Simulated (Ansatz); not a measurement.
The input, for Ansatz 0.2.0:

```yaml
crystal:
  periodic: [false, false, false]
  atoms:
    - {symbol: As, position_ang: [0.000175, -0.000109, -0.015041]}
    - {symbol: H, position_ang: [1.435454, -0.002488, 0.395928]}
    - {symbol: H, position_ang: [-0.684462, 1.281611, 0.345077]}
    - {symbol: H, position_ang: [-0.763996, -1.271049, 0.376987]}
basis:
  gaussian: {orbitals: aug-cc-pVTZ}
total_charge: 1
magnetization: {spin_polarized: false, initial_magnetization: 1}
correlation: {method: ccsdtq, electrons: all}
```

```sh
$ ansatz run in.yaml --threads 1 --pin off --events-out ev --progress --plain --max-ram 2393MiB
```

How does this run end?

Out of memory. The input was made wrong on purpose (too large for memory), so the run isn't a sound calculation of what was asked.
```
1464 factors; integrals over basis functions are off by at most 1.9e-7 eV
mean field evaluation 1: about -60834.7615 eV, gradient 1.0e1 eV
mean field evaluation 2: about -60834.7608 eV, gradient 1.0e1 eV
mean field evaluation 4: about -60835.3260 eV, gradient 1.4e0 eV
mean field evaluation 8: about -60835.3399 eV, gradient 2.6e-3 eV
mean field evaluation 16: about -60835.3414 eV, gradient 2.4e-1 eV
mean field -60835.33994081 eV, -2235.6575071502 hartree, gradient 1.6e-6 eV, S^2 0.750000; 0 other end points of the search recorded, 0 dependent functions left out
reference -60835.33994081 eV, -2235.6575071502 hartree; 18, 17 occupied and 110, 111 virtual orbitals, 1464 factors
second order -7.15242675 eV of doubles, -0.04621015 eV of singles
Error: with its amplitudes the run needs 58524.46 GiB of memory by its plan, which may be too low or too high, and 2.33 GiB are given
refused for memory
```
